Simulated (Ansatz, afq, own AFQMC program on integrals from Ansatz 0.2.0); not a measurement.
Two steps: Ansatz 0.2.0 writes the Fock matrix and Cholesky factors of the valence space, and afq projects on them the lowest state that overlaps trial and start.

```yaml
crystal:
  periodic: [false, false, false]
  atoms:
    - {symbol: B, position_ang: [0.000000, 0.000000, -0.524525]}
    - {symbol: N, position_ang: [0.000000, 0.000000, -1.923525]}
    - {symbol: N, position_ang: [0.000000, 0.000000, 0.727375]}
    - {symbol: H, position_ang: [0.000000, 0.000000, 1.720675]}
basis:
  gaussian: {orbitals: cc-pVDZ}
magnetization: {spin_polarized: true, initial_magnetization: 2}
correlation: {method: ccsd_t, electrons: outside_noble_gas, hamiltonian_folder: ham}
```

```sh
$ ansatz run in.yaml --threads 1 --pin off --events-out ev --progress --plain --max-ram 16896MiB --backend cuda --devices 0, --max-vram 18GiB
```

Options of the walk:

```
--method phaseless --trial hf --walkers 4000 --populations 20 --least-time 40 --time-step 0.005 --steps-per-block 20 --equilibration-blocks 112 --max-blocks 4000 --target-error 0.0011 --factor-cut 1e-05 --start spin_pure --seed 7469 --taylor-order 6
```

Times are imaginary, in 1/Eh. The walk had a cap of 57 s. With eight or more populations the least sampling time is a fifth of least-time, and the error comes from their spread.

Output of the walk:

```
orbitals 44  electrons 8 6  factors 340 of 449
reference energy -134.13224912 Eh
CCSD correlation -0.36136597 Eh in 15 cycles, weight of the determinant in the CISD state 0.8489
energy of the start -134.135846 Eh
 block  time / (1/Eh)  mean weight  energy / Eh
     1     0.100  1.0018  -134.231837
     2     0.200  1.0022  -134.300209
     3     0.300  1.0033  -134.349675
     4     0.400  1.0024  -134.386207
     5     0.500  1.0022  -134.410450
     8     0.800  1.0011  -134.456105
    11     1.100  1.0008  -134.482697
    26     2.600  1.0005  -134.507403
    41     4.100  1.0001  -134.506861
    56     5.600  1.0000  -134.508002
    71     7.100  0.9999  -134.507164
    86     8.600  0.9999  -134.512112
   101    10.100  1.0002  -134.512969
   116    11.600  1.0003  -134.504785
   126    12.600  1.0000  -134.492351
   131    13.100  1.0000  -134.500269
   136    13.600  0.9997  -134.516691
   146    14.600  1.0000  -134.512560
   161    16.100  0.9995  -134.505241
   176    17.600  0.9999  -134.514426
   191    19.100  0.9989  -134.513261
   206    20.600  0.9997  -134.508873
   211    21.100  0.9997  -134.502295
error from the spread of 20 populations
energy -134.506397 +/- 0.001308 Eh
(rows thinned)
```

The run passed its tests (sampling time, drift between the halves within three errors, error under three times the target), which doesn't prove that it has relaxed, ending at its cap on processor time.

Against this walk (error 35.6 meV) on the same determinant: CCSD(T) 10.0 meV lower (within the noise), CCSDT(Q) 95.7 meV lower, a separate phaseless walk with a CISD trial and standard settings 42.8 ± 36.0 meV lower (within the noise). The error is statistical and leaves out the bias of the constraint. The determinant has ⟨S²⟩ = 2.11, so the low cluster orders mix in higher spin (the high orders can go on to a lower state of that spin), while the walk starts as a pure triplet.

Cautions: constraint bias not in the error; error above the target (35.6 against 29.9 meV); unrestricted determinant spin contaminated (⟨S²⟩ 2.11 against 2.00).

The walk took 57 s on 1 × NVIDIA H100 80GB HBM3 with 2 threads of AMD EPYC 7R13 Processor (Zen 3), on a shared host (the card was shared). The log's last line is the phaseless energy.

CCSDT and higher add their correlation energy to the determinant of the CCSD(T) run, since their own runs factorise the integrals more tightly (a shift of under 2 meV). A walk keeps the symmetry of its determinant, which the program's search chose and which needn't be the lowest solution, so a lower state of the same spin and another symmetry isn't excluded.
